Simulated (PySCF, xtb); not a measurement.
Homolysis of single bonds, series C Cl-H. Isolated molecules, 0 K electronic values unless said otherwise. Strings in code marks are SMILES.

Quantity: homolytic bond dissociation enthalpy at 298 K (no spin–orbit term), in kJ/mol. Enthalpy corrections at 298 K come from GFN2-xTB frequencies (xtb).

Level 1: PBE-D3(BJ)/def2-TZVP // PBE0-D3(BJ)/def2-TZVP (PySCF)
Level 2: B3LYP/6-311+G** // PBE0-D3(BJ)/def2-TZVP (PySCF)
Level 3: PBE/6-31G* // PBE0-D3(BJ)/def2-TZVP (PySCF)
Level 4: HF/3-21G // PBE0-D3(BJ)/def2-TZVP (PySCF)

| species | level 1 | level 2 | level 3 | level 4 |
|---|---|---|---|---|
| C–Cl bond of `CCl`, giving `[CH3]` and `[Cl]` | 366.8 | 326.7 | 368.3 | 159.2 |
| Cl–C bond of `ClC(Cl)(Cl)Cl`, giving `Cl[C](Cl)Cl` and `[Cl]` | 289.0 | 245.3 | 277.6 | 120.6 |
| Cl–C bond of `ClC(Cl)Cl`, giving `Cl[CH]Cl` and `[Cl]` | 317.9 | 278.5 | 310.2 | 141.5 |
| Cl–C bond of `ClCCl`, giving `[CH2]Cl` and `[Cl]` | 342.2 | 303.8 | 339.4 | 153.6 |
